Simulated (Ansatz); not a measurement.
Relaxation of AlH$_{7}$OSi (10 atoms, charge 0, multiplicity 1), to a largest force component of 0.03 eV/Å in at most 50 steps.

Computed with RKS BHLYP-D4/6-31G* in Ansatz 0.2.0.

```xyz
10
Properties=species:S:1:pos:R:3
Al 0.132 -0.216 -0.460
H -0.132 -0.303 2.287
H 1.542 0.463 -0.388
H -1.190 0.523 -0.885
O 0.031 -1.914 -0.075
Si -0.712 -3.360 -0.124
H 0.282 -4.450 -0.045
H -1.651 -3.502 1.010
H -1.482 -3.527 -1.378
H -0.093 -0.886 1.889
```

Problem. Where does it end, and by what steps?

Solution. The forces met the threshold. The force dipped under the threshold on the way, but the program's further checks kept it going. After 19 steps the energy has fallen by 0.125 eV; H10 moved furthest, 0.54 Å.

```tsv
step	energy less start (eV)	largest force component (eV/Å)	accepted
0	0.0000	1.149	yes
1	-0.0872	0.713	yes
2	-0.1069	0.485	yes
3	-0.1124	0.115	yes
4	-0.1133	0.040	yes
5	-0.1187	0.050	yes
6	-0.1109	0.616	no
7	-0.1212	0.010	yes
8	-0.1217	0.229	yes
9	-0.1222	0.089	yes
10	-0.1233	0.010	yes
11	-0.1225	0.181	no
12	-0.1238	0.078	yes
13	-0.1237	0.161	no
14	-0.1243	0.062	yes
15	-0.1244	0.078	yes
16	-0.1238	0.079	no
17	-0.1248	0.053	yes
18	-0.1248	0.045	yes
19	-0.1252	0.005	yes
```

```xyz
10
Properties=species:S:1:pos:R:3
Al 0.147 -0.276 -0.480
H -0.159 0.096 2.393
H 1.668 0.107 -0.363
H -0.991 0.779 -0.730
O -0.280 -1.907 -0.372
Si -0.725 -3.465 -0.255
H 0.452 -4.356 -0.327
H -1.411 -3.707 1.032
H -1.647 -3.828 -1.352
H -0.326 -0.614 2.287
```

Whether the end is a true minimum wasn't checked by a vibrational analysis.

Run time: 35 s on 1 thread of Intel(R) Xeon(R) 6975P-C (Granite Rapids), on a shared host, peak memory 0.15 GiB.
